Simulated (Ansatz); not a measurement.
A nudged elastic band was laid between two geometries of BH4N + H3P (10 atoms, charge 0, multiplicity 1).

The calculation used Ansatz 0.2.0, RKS r2SCAN-D4/6-31G*.

| Property | Result |
| --- | --- |
| movable images | 5 |
| climbing image | yes |
| spring | 5.0 eV/Å² |
| optimiser | quadratic models (default) |
| start path | through a guess of the saddle point |
| force threshold | 0.05 eV/Å |
| iteration limit | 60 |
| end points | relaxed |

Image 0:

```xyz
10
Properties=species:S:1:pos:R:3
B 0.134 -0.402 -0.281
H 0.121 -0.946 0.789
N 1.327 -0.362 -0.999
H 2.190 -0.769 -0.665
H 1.413 0.071 -1.909
H -0.844 0.104 -0.756
P -0.011 3.038 1.437
H 1.067 3.002 2.369
H 0.760 2.430 0.406
H -0.532 1.788 1.877
```

Image 6:

```xyz
10
Properties=species:S:1:pos:R:3
B 0.817 0.411 -0.203
H -1.558 0.267 2.391
N 1.506 0.076 -1.369
H 1.624 -0.880 -1.675
H 1.928 0.751 -1.993
H 0.352 -0.478 0.457
P 0.444 2.241 0.282
H 0.856 2.164 1.640
H 1.643 2.851 -0.188
H -1.986 0.551 2.927
```

What changes between the two ends?

Bonds broken: B1–H2, P7–H10. Bonds formed: B1–P7, H2–H10. BH4N + H3P becomes BH5NP + H2.

Give the energies along the band, and the barrier.

It converged. The highest image is number 2 of 0 to 6, 133.9 kJ/mol above the first end and 130.3 kJ/mol above the last; the last end lies 3.7 kJ/mol above the first. Neighbouring images differ by up to 1.4 eV, so the band resolves the path poorly. A vibrational analysis at the climbing image gives one clearly imaginary mode, 755i cm⁻¹: a first-order saddle point. The orbitals stay closed-shell, which can raise the energy where a bond breaks towards radicals; this wasn't checked here.

```csv
image,path coordinate (Å),energy (kJ/mol),B1–H2 (Å),P7–H10 (Å),B1–P7 (Å)
0,0.00,0.0,1.20,1.42,3.85
1,1.67,0.1,1.20,1.42,3.79
2,3.33,133.9,1.21,1.43,3.40
3,5.32,59.6,2.16,2.25,2.02
4,7.31,16.5,2.90,3.45,1.95
5,9.30,3.9,3.62,4.68,1.93
6,11.29,3.7,3.52,3.97,1.93
```

What is the geometry of the highest image?


```xyz
10
Properties=species:S:1:pos:R:3
B 0.170 -0.336 0.015
H -0.138 -0.792 1.088
N 1.595 -0.254 -0.354
H 1.695 -0.742 -1.252
H 1.796 0.713 -0.627
H -0.724 -0.031 -0.746
P 0.100 2.796 1.344
H 1.448 2.347 1.442
H 0.107 2.779 -0.080
H -0.425 1.473 1.441
```

Run time: 7.4 min on 1 thread of Arm Neoverse V2, on a shared host, peak memory 0.12 GiB.
